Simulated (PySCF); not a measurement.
## AlSi⁺ at PBE0

Level: PBE0. Al def2-SVP, Si def2-SVP; no relativity (PySCF 2.14).

```json
{
 "state": "³Π (triplet), unpaired electrons σ ↑, π ↑",
 "bond length": "2.778 Å",
 "harmonic wavenumber": "209 cm⁻¹",
 "force constant": "0.352 mdyn/Å",
 "rotational constant Be": "0.1590 cm⁻¹",
 "anharmonicity ωexe": "2.51 cm⁻¹",
 "vibration–rotation constant αe": "0.00224 cm⁻¹",
 "well depth De to Al⁺ + Si": "1.06 eV",
 "dissociation energy D0": "1.05 eV",
 "bond order (Mayer)": "0.77",
 "dipole moment (positive dipole points towards Si; it is taken about the centre of mass and depends on that origin)": "-1.75 D"
}
```

For an ion De counts to the pair picked by the measured ionisation energies or electron affinities, which need not be the lowest pair at this level. The state is the lowest determinant that a PBE0 search found; another state may lie lower at other levels.
